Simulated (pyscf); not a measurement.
Elementary routes open to H₂B–CH₃ + NH₃ in the gas phase (singlet surface):
A. H₃C–BH–NH₂ + H₂ (B–H, H–N broken; B–N, H–H formed)
B. H₂B–NH₂ + CH₄ (B–C, H–N broken; B–N, C–H formed)
C. H₃C–BH–NH₂ + H₂ (C–H, B–H, H–N broken; C–H, B–N, H–H formed)

Optimised with ωB97X-D3(BJ)/def2-SVP in PySCF.

Q: Rank the routes by free-energy barrier at 900 K, lowest first, for ωB97M-D3(BJ)/def2-TZVP energies (ideal gas, 1 atm, RRHO with modes under 100 cm⁻¹ raised to 100, one conformer, R ln 2 for chiral ones without a mode under 150 cm⁻¹).

A: A (43.1 kcal/mol), B (50.0 kcal/mol), C (86.9 kcal/mol)

Route A is the fastest of these, ahead of the next by 6.9 kcal/mol. The most stable products are those of B (ΔG = -28.8 kcal/mol), whose barrier is 6.9 kcal/mol higher: the kinetic and the thermodynamic product differ. At 298 K A is still the fastest. A: On the reactant side the descent ends in an adduct with a B–N contact, 26.7 kcal/mol under the separated species and 37.5 kcal/mol under the saddle at ωB97X-D3(BJ)/def2-TZVP. B: On the reactant side the descent ends in an adduct with a B–N contact, 24.7 kcal/mol under the separated species and 41.4 kcal/mol under the saddle at ωB97X-D3(BJ)/def2-TZVP. C: On the reactant side the descent ends in an adduct with a B–N contact, 26.7 kcal/mol under the separated species and 84.3 kcal/mol under the saddle at ωB97X-D3(BJ)/def2-TZVP. Only these routes are compared; each barrier is that of the saddle found, and lower ones may exist.
